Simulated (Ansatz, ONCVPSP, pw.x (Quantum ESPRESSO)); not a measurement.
## pw.x on bcc W: one setting changed

Potential: optimised norm-conserving Vanderbilt (ONCV), ONCVPSP 4.0.1.1 (patched build), PBE; core [Kr] 4d10 4f14, reference 5s2 5p6 5d4 6s2; waves: 5s+6s: rc 1.60 bohr, ncon 3, nbas 7, qcut 8.9 1/bohr, 2 projectors; 5p: rc 2.00 bohr, ncon 5, nbas 9, qcut 8.8 1/bohr, 2 projectors, debl 1.7 Ha; 5d: rc 2.40 bohr, ncon 4, nbas 9, qcut 7.5 1/bohr, 2 projectors, debl 2.2 Ha; local part: polynomial inside 1.45 bohr (lpopt 5, dvloc0 -1 Ha); core correction: Teter function, fcfact 4, rcfact 1.05.

The reference run (k-mesh 14³, cutoffs 75/300 Ry, Fermi–Dirac 0.01 Ry, mixing_beta 0.4, conv_thr 1e-9, no spin) gives -2.86 GPa at 16.130 Å³/atom, where all-electron LAPW gives 0.30 GPa. This run, with its own iteration cap, changes k-mesh shift to 1.

```
&control
  calculation='scf', prefix='x', pseudo_dir='./', outdir='./tmp', tstress=.true., disk_io='none'
/
&system
  ibrav=0, nat=1, ntyp=1, ecutwfc=75, ecutrho=300, nbnd=15,
  occupations='smearing', smearing='fd', degauss=0.01
/
&electrons
  conv_thr=1e-09, mixing_beta=0.4, electron_maxstep=60
/
ATOMIC_SPECIES
W 1.0 W.UPF
CELL_PARAMETERS angstrom
  -1.59168867 1.59168867 1.59168867
  1.59168867 -1.59168867 1.59168867
  1.59168867 1.59168867 -1.59168867
ATOMIC_POSITIONS crystal
W 0.0000 0.0000 0.0000
K_POINTS automatic
14 14 14 1 1 1
```

```bash
pw.x < W.scf.in > W.scf.out
```

Question: How does the run end?

Answer: It converges in 8 iterations; the free energy moves by -6.3 meV/atom and the pressure by -0.10 GPa.

```
Message from routine setup:
     using ibrav=0 with symmetry is DISCOURAGED, use correct ibrav instead
     lattice parameter (alat)  =       5.2098  a.u.
     unit-cell volume          =     108.8506 (a.u.)^3
     number of electrons       =        14.00
     number of Kohn-Sham states=           15
     kinetic-energy cutoff     =      75.0000  Ry
     charge density cutoff     =     300.0000  Ry
     scf convergence threshold =      1.0E-09
     Exchange-correlation= PBE
     number of k points=   100  Fermi-Dirac smearing, width (Ry)=  0.0100
     iteration #  1     ecut=    75.00 Ry     beta= 0.40
     total energy              =    -141.94312108 Ry
     estimated scf accuracy    <       0.04020303 Ry
     iteration #  2     ecut=    75.00 Ry     beta= 0.40
     total energy              =    -141.94387916 Ry
     estimated scf accuracy    <       0.00637226 Ry
     iteration #  3     ecut=    75.00 Ry     beta= 0.40
     total energy              =    -141.94467077 Ry
     estimated scf accuracy    <       0.00042399 Ry
     [... 2 iterations left out ...]
     iteration #  6     ecut=    75.00 Ry     beta= 0.40
     total energy              =    -141.94469026 Ry
     estimated scf accuracy    <          5.5E-09 Ry
     iteration #  7     ecut=    75.00 Ry     beta= 0.40
     total energy              =    -141.94469026 Ry
     estimated scf accuracy    <          1.2E-09 Ry
     iteration #  8     ecut=    75.00 Ry     beta= 0.40
     the Fermi energy is    22.0252 ev
!    total energy              =    -141.94469026 Ry
     estimated scf accuracy    <          2.0E-11 Ry
     smearing contrib. (-TS)   =      -0.00206218 Ry
     The total energy is F=E-TS. E is the sum of the following terms:
     one-electron contribution =     -18.02015791 Ry
     hartree contribution      =      16.24002264 Ry
     xc contribution           =     -21.59135172 Ry
     ewald contribution        =    -118.57114108 Ry
     convergence has been achieved in   8 iterations
          total   stress  (Ry/bohr**3)                   (kbar)     P=      -29.59
     Message from routine punch:
     Nothing written, as per user request (disk_io='none')
```

The run took about 40 s on one core of a shared host (Neoverse-N1, 64 threads, 124 GiB, load 57).
